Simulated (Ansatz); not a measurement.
Rhombohedral A7 Sb, treated with r²SCAN+rVV10 (Ansatz, a quantum-chemistry and plane-wave program, PAW).

Numerical settings: plane-wave cutoff 500 eV, 12×12×12 k mesh, Fermi–Dirac smearing 0.05 eV, scalar-relativistic PAW data made under PBE.

Computed at the level's own relaxed cell.

Task: Estimate the equilibrium volume per atom, lattice parameter a and lattice parameter c that the calculation returns.

Result: 
equilibrium volume per atom: 30.67 Å³/atom
lattice parameter a: 4.329 Å
lattice parameter c: 11.341 Å

Measured, for comparison: lattice constant a 4.301 Å, lattice parameter c 11.232 Å (78 K, zero-point motion not removed; as tabulated in Schiferl, Barrett, J. Appl. Cryst. 2, 30 (1969), COD 9009654). Computed (rounded) less measured: lattice constant a +0.7 %, lattice parameter c +1.0 %.

Spin–orbit coupling is not included.

Static lattice: no zero-point or thermal effects.

Computing time: about 3 core-minutes (a rough figure).
